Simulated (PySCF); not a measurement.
## SiHF + N₂ → SiN₂ + HF

Level: PBE0 in the def2-TZVP basis family, all electrons, no relativity, computed in PySCF with density fitting; open shells unrestricted.

```tsv
species	state and structure	E (Eh)	ZPE (kJ/mol)	H(298 K) − H(0) (kJ/mol)	S° (J/(mol K))
SiHF	singlet, Cs, Si–F 1.612 Å, Si–H 1.541 Å; F–Si–H 96.3°	-389.76329	22.1	10.2	239.0
N₂	singlet, D∞h, N–N 1.089 Å	-109.44629	14.9	8.7	191.4
SiN₂	triplet, C∞v, N–N 1.137 Å, Si–N 1.741 Å; N–N–Si 180.0°	-398.72982	18.6	11.1	246.2
HF	singlet, C∞v, H–F 0.920 Å	-100.39188	24.9	8.7	173.6
```

Question: What is the electronic reaction energy?

Answer: At PBE0/def2-TZVP, ΔE = 230.7 kJ/mol from the differences of the total energies times 2625.5, uphill. 

Question: Add zero-point, thermal and entropy terms for 298.15 K and 1 bar.

Answer: ΔZPE = 6.5 and Δ[H(298) − H(0)] = 0.9 kJ/mol give ΔH° = 238.1 kJ/mol. ΔS° = -10.6 J/(mol K), so ΔG° = 238.1 − 298.15 × (-0.0106) = 241 kJ/mol.

Each species is the lowest minimum found with this bonding; other isomers or fragments can lie lower.
